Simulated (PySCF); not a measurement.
# CH2BOH: geometry, NMR shifts, spin-spin couplings, electronic excitations and core binding energies

What NMR shifts, spin-spin couplings, electronic excitations and core binding energies should CH2BOH (`C=BO`) show?

Programs: PySCF 2.14.0, with density-fitted response routines of our own. Each step states its level of theory. These are calculated values for one molecule in the gas phase, unless marked as measured. Atoms are numbered from 0 throughout.

### 1 The molecule as given

6 atoms, charge 0, multiplicity 1; geometry from: GFN2-xTB. The atoms were then displaced at random by about 0.03 Å, so the start is not that level's minimum.

Bonds of the start (Å): C0–B1 1.31, B1–O2 1.26, C0–H3 1.00, C0–H4 1.17, O2–H5 1.01.

### 2 Optimising the geometry at PBE0-D3(BJ)/def2-SVP

Job settings and geometry (Å):

```
{"job": {"xc": "PBE0", "basis": "def2-SVP", "d3": "d3bj", "grid": 1, "shake": 0.03, "kind": "geom"}, "charge": 0, "multiplicity": 1}
C     -0.958810    -0.046690     0.129420
B      0.338780    -0.137400     0.013270
O      1.581900    -0.297760    -0.124230
H     -1.538460    -0.529880     0.780720
H     -1.599520     0.669940    -0.544450
H      2.245490     0.249750     0.405840
```

Launch:

```sh
$ OMP_NUM_THREADS=1 python probes_run.py task.json out
```

One launch serves the whole session: the jobs run in the order shown.

**Question.** This job is followed by: GIAO PBE0/pcSseg-1 NMR shielding, non-relativistic, gas phase; B3LYP/pcJ-1 indirect spin-spin coupling, non-relativistic, gas phase; TDDFT CAM-B3LYP/def2-SVPD, vertical, gas phase, core orbitals frozen in the response; GIAO wB97X-D/pcSseg-2 NMR shielding, non-relativistic, gas phase; delta-SCF UKS SCAN, pcX-2 on the ionised atom, pcseg-1 elsewhere, spin-free X2C. Predict these results of the whole session: point group; rotational constants (main isotopes); ¹³C shifts against TMS (PBE0/pcSseg-1); ¹H shifts against TMS (PBE0/pcSseg-1, means over atoms taken as alike); ¹¹B shifts against BF3·OEt2 (PBE0/pcSseg-1); ¹⁷O shifts against H2O (PBE0/pcSseg-1); largest coupling of the table (B3LYP/pcJ-1); lowest singlet (CAM-B3LYP/def2-SVPD); brightest single state of those computed; lowest triplet; vertical ionisation energy (ΔSCF); C1s binding energies, SCAN/pcX-2; O1s binding energies, SCAN/pcX-2; range of the shift of O2.

As calculated:

```
                                                              quantity                        value
                                                           point group                           Cs
                                  rotational constants (main isotopes)       206.53, 8.10, 7.97 GHz
                                ¹³C shifts against TMS (PBE0/pcSseg-1)                      8.2 ppm
¹H shifts against TMS (PBE0/pcSseg-1, means over atoms taken as alike)               5.17, 1.97 ppm
                           ¹¹B shifts against BF3·OEt2 (PBE0/pcSseg-1)                     58.7 ppm
                                ¹⁷O shifts against H2O (PBE0/pcSseg-1)                    118.4 ppm
                           largest coupling of the table (B3LYP/pcJ-1)      ¹J(C,H) C0–H3, 167.6 Hz
                                  lowest singlet (CAM-B3LYP/def2-SVPD)  4.28 eV (290 nm), f = 0.000
                              brightest single state of those computed  state 5, 7.40 eV, f = 0.277
                                                        lowest triplet                      3.92 eV
                                     vertical ionisation energy (ΔSCF)                      8.64 eV
                                      C1s binding energies, SCAN/pcX-2                 C0 289.23 eV
                                      O1s binding energies, SCAN/pcX-2                 O2 540.63 eV
                                              range of the shift of O2           101.6 to 118.4 ppm
```

What this shows: The start was shaken at random, so part of the energy gained undoes that. Relaxing lowered the energy by 0.670 eV in 5 steps; the close pair that moved most is C0–H3, from 0.997 to 1.093 Å. No frequency check was run at this level, so the end point may be a saddle. At PBE0/pcSseg-1: The largest span, 175 ppm, is at O2, where the paramagnetic term is -170 ppm. Of the pairs tabulated at B3LYP/pcJ-1, C0–H3 (mean over like pairs) couples most strongly (167.6 Hz; Fermi contact 165.0 Hz). The first singlet state (HOMO→LUMO+1 0.99) lies at 4.28 eV and is dark; of the 10 states computed, the strongest absorption comes from state 5 at 7.40 eV. The lowest triplet lies 0.37 eV below the lowest singlet (triplets in Tamm-Dancoff, singlets in full TDDFT). At CAM-B3LYP/def2-SVPD, the highest states lie near or above the ionisation energy, where they hang on the basis. ΔSCF puts the ionisation energy at 8.64 eV, 1.15 eV above −ε(HOMO). In ppm, O2 moves most: its shift spreads over 16.8 ppm, from 101.6 (wB97X-D/pcSseg-2) to 118.4 (PBE0/pcSseg-1). Part of that comes from the computed reference.
